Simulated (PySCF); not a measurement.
Numbering as in the mapped SMILES `[CH2:1]=[C:2]([CH3:3])[CH2:4][F:5]`; H(Xn) means a hydrogen on atom n. Ha(C1) is cis to C3; Hb(C1) is trans to C3.

GIAO PBE0/pcSseg-1 shifts (PySCF 2.14, gas phase, non-relativistic, equivalent atoms averaged), each against references optimised in the same way as the molecule (TMS, CFCl3).

On the GFN2-xTB geometry: C2 148.8, C1 114.8, C4 88.5, C3 20.6, F5 -255.2, Hb(C1) 5.53, Ha(C1) 5.38, H(C4) 5.08, H(C3) 1.73 ppm.

Question: What changes on the PBE0-D3(BJ)/def2-SVP geometry?

Answer: 
```tsv
atoms	δ (ppm)	change
C2	148.4	-0.4
C1	116.2	+1.4
C4	85.9	-2.6
C3	19.5	-1.1
F5	-247.1	+8.1
Hb(C1)	5.58	+0.05
Ha(C1)	5.31	-0.07
H(C4)	4.71	-0.37
H(C3)	1.66	-0.07
```

Unscaled 19F shifts against computed CFCl3 carry errors that often reach 10 to 50 ppm.

Bonds between heavy atoms that differ most (equivalent bonds averaged): C1–C2 1.322 → 1.335 Å, C2–C4 1.504 → 1.499 Å, C4–F5 1.371 → 1.367 Å. Mean change of bonds to hydrogen: C–H +0.013 Å.
